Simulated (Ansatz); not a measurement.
# Molecular dynamics of BH$_{3}$O

The input (input.yaml):

```yaml
crystal:
  periodic: [false, false, false]
  atoms:
    - { symbol: B, position_ang: [0.014587, -0.065446, -0.035921] }
    - { symbol: H, position_ang: [-0.074103, -0.120288, 1.161276] }
    - { symbol: H, position_ang: [1.033576, 0.220179, -0.593698] }
    - { symbol: O, position_ang: [-1.051816, -0.328552, -0.816872] }
    - { symbol: H, position_ang: [-1.843644, -0.552593, -0.321285] }
basis:
  gaussian: { orbitals: def2-TZVP }
hamiltonian:
  xc: pbe0
  dispersion: d4
md:
  timestep: 1.0
  n_steps: 150
  ensemble: nvt_nose_hoover
  temperature: 300.0
  initial_velocities: maxwell_boltzmann
  seed: 70155
  nose_hoover: { tau: 50.0, chain_length: 3 }
  temperature_schedule:
    - { n_steps: 37, end_temperature: 300.0 }
    - { n_steps: 113, end_temperature: 10.0 }
```

Run as:

```bash
$ ansatz run input.yaml --threads 2 --pin off --max-ram 3072MiB --backend cpu --events-out ev --progress --plain --runs-dir out
```

It starts from a relaxed structure.

Output, in part (step lines, the closing report, with atoms numbered from 0):

```
md step     0: t =     0.00 fs  T =   300.0 K (target 300.0 K)  F+E_penalty+E_count = -2770.86346956 eV  E_kin = 0.116334 eV  conserved = -2770.74713556 eV  (23 SCF iters)
[... lines left out ...]
Total energy: -2770.80212282 eV, -101.8250998967 hartree
Atom 0 at     0.016394    -0.076385    -0.038413 Å, force    -0.135285     0.485985     0.303050 eV/Å
Atom 1 at    -0.130282    -0.081290     1.169214 Å, force     0.263505    -0.120402    -0.292966 eV/Å
Atom 2 at     1.007662     0.249968    -0.617640 Å, force     0.178860    -0.130723     0.140443 eV/Å
Atom 3 at    -1.050437    -0.326519    -0.814165 Å, force     1.573257     0.283215    -1.235465 eV/Å
Atom 4 at    -1.802816    -0.536339    -0.321517 Å, force    -1.880338    -0.518074     1.084939 eV/Å
Dipole moment:    -0.240823    -0.084504     0.191800 e Å
```

The steps, from the saved trajectory:

| time (fs) | T (K) | potential energy less start (eV) | conserved less start (meV/atom) |
| --- | --- | --- | --- |
| 0.0 | 300 | 0.000 | 0.00 |
| 5.0 | 164 | 0.056 | 0.53 |
| 10.0 | 38 | 0.110 | 1.58 |
| 15.0 | 85 | 0.095 | 1.71 |
| 20.0 | 192 | 0.051 | 0.83 |
| 25.0 | 256 | 0.025 | 0.05 |
| 30.0 | 204 | 0.050 | 0.46 |
| 35.0 | 95 | 0.103 | 1.58 |
| 40.0 | 84 | 0.116 | 1.98 |
| 45.0 | 197 | 0.075 | 1.25 |
| 50.0 | 296 | 0.039 | 0.25 |
| 55.0 | 264 | 0.061 | 0.60 |
| 60.0 | 172 | 0.113 | 1.73 |
| 65.0 | 112 | 0.151 | 2.31 |
| 70.0 | 224 | 0.115 | 1.83 |
| 75.0 | 385 | 0.057 | 0.75 |
| 80.0 | 345 | 0.083 | 1.05 |
| 85.0 | 226 | 0.141 | 1.80 |
| 90.0 | 176 | 0.169 | 2.17 |
| 95.0 | 301 | 0.124 | 2.26 |
| 100.0 | 389 | 0.088 | 1.60 |
| 105.0 | 281 | 0.128 | 1.56 |
| 110.0 | 291 | 0.120 | 1.45 |
| 115.0 | 265 | 0.121 | 1.42 |
| 120.0 | 216 | 0.134 | 1.91 |
| 125.0 | 321 | 0.085 | 1.86 |
| 130.0 | 264 | 0.092 | 1.57 |
| 135.0 | 159 | 0.115 | 1.06 |
| 140.0 | 201 | 0.082 | 0.80 |
| 145.0 | 213 | 0.061 | 1.03 |
| 150.0 | 174 | 0.061 | 1.22 |

The run went to its last step. The conserved energy stayed within 3.5 meV per atom of its start (net change 1.2 meV per atom), so the integration is sound. The schedule's set-point averaged 106 K over the second half and the system 259 K, so it lags behind the ramp. A run of 0.15 ps of so small a system gives no equilibrium averages.

The same pairs are bonded in the first frame and the last. Pairs count as bonded within 1.25 times the sum of covalent radii (0.12 Å more for H–H).

Last frame:

```xyz
5
Properties=species:S:1:pos:R:3
B 0.016 -0.076 -0.038
H -0.130 -0.081 1.169
H 1.008 0.250 -0.618
O -1.050 -0.327 -0.814
H -1.803 -0.536 -0.322
```

Run time: 84 s on 2 threads of Arm Neoverse V1 (shared host), peak memory 0.11 GiB.
